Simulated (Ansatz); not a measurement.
Results of RPBE in Ansatz (plane waves, PAW) for A-type hexagonal La2O3.

Settings: plane-wave cutoff 520 eV, 12×12×6 k mesh (along the axes of the cell as run), Fermi–Dirac smearing 0.01 eV, scalar-relativistic PAW data made under PBE.

Shape and atoms are relaxed at each volume.

Pressure at four volumes; x = ln(V/17.115 Å³). One pressure is withheld.

| V (Å³/atom) | x | P (GPa) |
|---|---|---|
| 16.431 | -0.0408 | 4.46 |
| 17.115 | 0.0000 | 0.00 |
| 17.458 | 0.0198 | -1.93 |
| 17.800 | 0.0392 | ? |

Question: Pass a parabola P(x) through the three rows shown, estimate the bulk modulus and its pressure derivative near zero pressure, and predict the withheld pressure.

Answer: Slopes between the rows: (0.00 − (4.46))/(0.0000 − (-0.0408)) = -109.31 and (-1.93 − (0.00))/(0.0198 − (0.0000)) = -97.47 GPa. Their difference over the span 0.0606 is c = 11.84/0.0606 = 195.4 GPa, so P(x) = 4.46 + (-109.31)(x − (-0.0408)) + 195.4 (x − (-0.0408))(x − (0.0000)). At the middle row B = −dP/dx = −[-109.31 + 195.4 × 0.0408] = 101.3 GPa, and B′ = dB/dP = 2c/B = 3.9. At x = 0.0392 the parabola gives -3.67 GPa; the run gives -3.68 GPa. The Birch–Murnaghan fit to the energies at all volumes has B0 = 101 GPa and B′ = 3.9.

Measured, for comparison: bulk modulus 113 GPa (300 K, no zero-point or thermal correction; as tabulated in Santana et al. (2016), arXiv:1608.06321). Computed (rounded) less measured: bulk modulus -11 %.

Note: the bulk modulus comes from volumes at which shape and atoms were relaxed.

Spin–orbit coupling is not included.

Ansatz is a quantum-chemistry and plane-wave program.
